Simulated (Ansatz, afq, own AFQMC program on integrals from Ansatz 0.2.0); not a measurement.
Two steps: Ansatz 0.2.0 writes the Fock matrix and Cholesky factors of the valence space, and afq projects on them the lowest state that overlaps trial and start.

```yaml
crystal:
  periodic: [false, false, false]
  atoms:
    - {symbol: Si, position_ang: [0.000000, 0.000000, 1.249328]}
    - {symbol: Al, position_ang: [0.000000, 0.000000, -1.159384]}
    - {symbol: H, position_ang: [0.000000, 1.405470, -1.888034]}
    - {symbol: H, position_ang: [0.000000, -1.405470, -1.888034]}
basis:
  gaussian: {orbitals: cc-pVDZ}
magnetization: {spin_polarized: true, initial_magnetization: 3}
correlation: {method: ccsd_t, electrons: outside_noble_gas, hamiltonian_folder: ham}
```

```sh
$ ansatz run in.yaml --threads 1 --pin off --events-out ev --progress --plain --max-ram 1382MiB
```

Options of the walk:

```
--method phaseless --trial cisd --walkers 60 --populations 1 --least-time 40 --time-step 0.005 --steps-per-block 50 --equilibration-blocks 28 --max-blocks 300 --target-error 0.00036 --factor-cut 1e-05 --start spin_pure --seed 6407 --release-times 0.24,0.51,0.99,1.62,2.4 --release-step 0.03 --release-every 4 --taylor-order 6
```

Times are imaginary, in 1/Eh. The walk had a cap of 1002 s.

afq prints:

```
orbitals 36  electrons 6 3  factors 266 of 451
reference energy -531.92926082 Eh
CCSD correlation -0.14976516 Eh in 11 cycles, weight of the determinant in the CISD state 0.8797
energy of the start -532.078971 Eh
 block  time / (1/Eh)  mean weight  energy / Eh
     1     0.250  0.9994  -532.077192
     2     0.500  1.0007  -532.077591
     3     0.750  1.0001  -532.078230
     4     1.000  1.0007  -532.080172
     5     1.250  1.0005  -532.080894
     8     2.000  1.0000  -532.081673
    13     3.250  1.0005  -532.083638
    25     6.250  1.0004  -532.083283
    37     9.250  0.9998  -532.090452
    49    12.250  0.9992  -532.085487
    61    15.250  0.9991  -532.086131
    73    18.250  1.0000  -532.082659
    85    21.250  0.9988  -532.080629
    97    24.250  0.9999  -532.084758
   109    27.250  1.0021  -532.080802
   121    30.250  1.0004  -532.081480
   133    33.250  1.0010  -532.083682
   145    36.250  1.0014  -532.083167
   157    39.250  1.0018  -532.085124
   169    42.250  0.9990  -532.080929
   181    45.250  0.9978  -532.080442
   185    46.250  0.9998  -532.082065
blocks merged  error / Eh  count
     1  0.000174  160
     2  0.000223  80
     4  0.000283  40
     8  0.000306  20
    16  0.000307  10
released: time / (1/Eh)  energy / Eh  error  mean overlap
  0.24  -532.083873  0.000283  1.0065
  0.51  -532.083803  0.000342  1.0175
  0.99  -532.084283  0.000305  1.0159
  1.62  -532.084450  0.000335  1.0095
  2.40  -532.084788  0.000420  1.0108
energy -532.083926 +/- 0.000306 Eh
(rows thinned)
```

The run passed its tests (sampling time, drift between the halves within three errors, error under three times the target), which doesn't prove that it has relaxed.

Against this walk (error 8.3 meV) on the same determinant: CCSD(T) 23.1 meV higher, CCSDT(Q) 15.5 meV lower (within the noise). The error is statistical and leaves out the bias of the constraint. The released energies are still falling (meV from the phaseless value at times in 1/Eh: 1 ± 8 at 0.24, 3 ± 9 at 0.51, -10 ± 8 at 0.99, -14 ± 9 at 1.62, -23 ± 11 at 2.40), so they give no level.

Cautions: constraint bias not in the error; lower spins were not checked.

The walk took 3.8 min on 1 thread of Arm Neoverse V1, with other jobs on the host. The log's last line is the phaseless energy.

CCSDT and higher add their correlation energy to the determinant of the CCSD(T) run, since their own runs factorise the integrals more tightly (a shift of under 2 meV). A walk keeps the symmetry of its determinant, which the program's search chose and which needn't be the lowest solution, so a lower state of the same spin and another symmetry isn't excluded.
